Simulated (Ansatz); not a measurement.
## Relaxing ZnCl3

These are results of DFT PBE, scalar-relativistic, plane waves, PAW (Ansatz 0.2.0), not measurements. Cutoff 420 eV, Γ-centred k mesh, Gaussian smearing, no spin polarisation in the final step.

ZnCl3 was placed on the Cu3Au (L1_2) structure type (Pm-3m, No. 221), with Zn in place of Au, Cl in place of Cu, at a guessed volume.

```xyz
4
Lattice="4.9308 0.0000 0.0000 0.0000 4.9308 0.0000 0.0000 0.0000 4.9308" Properties=species:S:1:pos:R:3 pbc="T T T"
Zn    0.0000    0.0000    0.0000
Cl    0.0000    2.4654    2.4654
Cl    2.4654    0.0000    2.4654
Cl    2.4654    2.4654    0.0000
```

Steps on the 4×4×4 mesh (4 atoms). 6 of 6 steps are shown, and the free energy counts from the last. Trial steps that were taken back and renewals of the plane-wave basis can be among the rows.

```
step  ΔF (meV/atom) V (Å³/atom) P (GPa)
   1          231.8        29.97    -5.37
   2           98.7        25.90    -4.84
   3            9.7        22.12    -2.13
   4            4.0        19.85     1.78
   5           -0.5        20.71     0.00
   6            0.0        20.71    -0.02
```

A final relaxation ran on a 10×10×10 mesh. The relaxed crystal, Pm-3m (No. 221):

```cif
data_structure
_symmetry_space_group_name_H-M 'Pm-3m'
_symmetry_Int_Tables_number 221
_cell_length_a 4.3641
_cell_length_b 4.3641
_cell_length_c 4.3641
_cell_angle_alpha 90.000
_cell_angle_beta 90.000
_cell_angle_gamma 90.000
_cell_volume 83.11
loop_
_atom_site_label
_atom_site_type_symbol
_atom_site_symmetry_multiplicity
_atom_site_Wyckoff_symbol
_atom_site_fract_x
_atom_site_fract_y
_atom_site_fract_z
_atom_site_occupancy
Zn1 Zn 1 a 0.00000 0.00000 0.00000 1
Cl1 Cl 3 c 0.00000 0.50000 0.50000 1
```

```json
{"Volume per atom": "20.78 Å³", "Density": "3.43 g/cm³", "Energy over the elements": "0.22 eV/atom", "Gap on the 10×10×10 mesh": "0 eV (a metal)"}
```

Formation energies are uncorrected and refer to the elements' standard structures at the same level (Cl₂ as a molecule).

The final run used a 10×10×10 mesh on its 4-atom cell and 0.10 eV smearing. The k mesh leaves about 4 meV/atom of noise in metals.

Symmetry constrained the relaxation, so the result can be a saddle point.

Cost: 3 runs of about 0.59 core-minutes in all, on Arm Neoverse V1 (shared hosts).